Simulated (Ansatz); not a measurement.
Barrier height from CH4O (SMILES CO) + F− to the transition structure CH4FO, without zero-point energy, on the benchmark's geometries as Psi4's copy of the set gives them.
Transition structure (charge -1, multiplicity 1):
```xyz
7

F      0.023    -0.007     0.006
C     -0.018     0.005     1.765
H      1.048     0.005     1.854
H     -0.548     0.935     1.792
H     -0.549    -0.923     1.806
O      0.001     0.019     3.751
H     -0.927     0.032     3.998
```
Reactant (charge 0, multiplicity 1):
```xyz
6

C     -0.0464     0.6631     0.0000
O     -0.0464    -0.7551     0.0000
H     -1.0870     0.9759     0.0000
H      0.8606    -1.0570     0.0000
H      0.4381     1.0716     0.8895
H      0.4381     1.0716    -0.8895
```

Open shells are unrestricted; no spin–orbit coupling.

Frozen-core correlation.

Programs: Ansatz (Gaussian orbitals). Each number belongs to the level named beside it.

Task: Predict the barrier height from PBE/def2-TZVPPD.

Result: 0.52 eV

Task: Predict the barrier height from SVWN5/def2-TZVPPD.

Result: 0.36 eV

Task: Give the barrier height at the level CCSD(T)/aug-cc-pVDZ.

Result: 0.66 eV

Ansatz is a first-principles code.
